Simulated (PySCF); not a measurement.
Electronic absorption of C4H5P

Species: C4H5P.
SMILES with atom numbers: `[CH2:1]=[CH:2][P:3]1[CH:4]=[CH:5]1` (hydrogens: H6, H7 on C1; H8 on C2; H9 on C4; H10 on C5)

Theory: PySCF 2.14.0, density-fitted response routines, TDDFT B3LYP/def2-SVPD, vertical, gas phase, core orbitals frozen in the response. One conformer (not necessarily the lowest) at the PBE0-D3(BJ)/def2-SVP geometry, without solvent, vibrations or thermal averaging. Torsions of this conformer, `[CH2:1]=[CH:2][P:3]1[CH:4]=[CH:5]1`: C1–C2–P3–C4 -159°.

**Question.** List the vertical singlet excitations with oscillator strengths and describe the spectrum.

**Answer.** 

| state | λ (nm) | E (eV) | f | \|μ\| (D) | symmetry | main configurations (H = HOMO, L = LUMO) |
| --- | --- | --- | --- | --- | --- | --- |
| S1 | 278.4 | 4.45 | 0.0047 | 0.53 | A″ | H→L (98%) |
| S2 | 244.1 | 5.08 | 0.0001 | 0.09 | – | H→L+1 (98%) |
| S3 | 242.1 | 5.12 | 0.042 | 1.47 | A′ | H-1→L (73%), H-1→L+1 (20%) |
| S4 | 203.8 | 6.08 | 0.157 | 2.60 | A′ | H-1→L+1 (66%), H→L+2 (16%), H-1→L (11%) |
| S5 | 193.4 | 6.41 | 0.0035 | 0.38 | A″ | H→L+3 (68%), H-3→L (25%) |
| S6 | 189.7 | 6.54 | 0.021 | 0.91 | A″ | H-3→L (65%), H→L+3 (25%) |
| S7 | 188.4 | 6.58 | 0.238 | 3.09 | A′ | H→L+2 (73%), H-1→L+1 (10%) |
| S8 | 186.0 | 6.66 | 0.015 | 0.76 | A′ | H→L+4 (91%) |
| S9 | 183.4 | 6.76 | 0.0031 | 0.35 | A″ | H-1→L+2 (91%) |
| S10 | 180.2 | 6.88 | 0.052 | 1.41 | A′ | H-2→L (74%), H-1→L+3 (16%) |

Triplets, Tamm–Dancoff:

```csv
state,E (eV),λ (nm),"main configurations (H = HOMO, L = LUMO)"
T1,3.77,328.9,H→L (85%)
T2,3.94,314.8,H-1→L (80%)
T3,4.45,278.6,H→L+1 (87%)
T4,4.95,250.5,"H-1→L+1 (72%), H-1→L (12%), H-2→L (10%)"
```

The lowest singlet lies at 4.45 eV (278 nm, ultraviolet) and is very weak; its leading configuration is HOMO→LUMO (98%). The most intense listed level is S7 at 6.58 eV (188 nm, f = 0.238), 2.13 eV above S1. Löwdin shares by element: HOMO phosphorus 47%, carbon 46% or more; LUMO carbon 77% (atoms not listed hold the other 23%). The oscillator strengths of these states sum to 0.535; summed over the whole spectrum of an exact calculation they would give the number of electrons, 44 (Thomas–Reiche–Kuhn). Weighted by f, the mean energy of these states is 6.33 eV. The listed states span 2.43 eV, and the widest gap between neighbours is 0.96 eV (S3 to S4). All these states lie below the vertical ionisation energy of 8.79 eV (ΔSCF). Symmetry labels in Cs follow from the direction of the transition dipole and are given only for states with f of 0.002 or more. Singlets were solved by full linear response, triplets in the Tamm–Dancoff approximation.
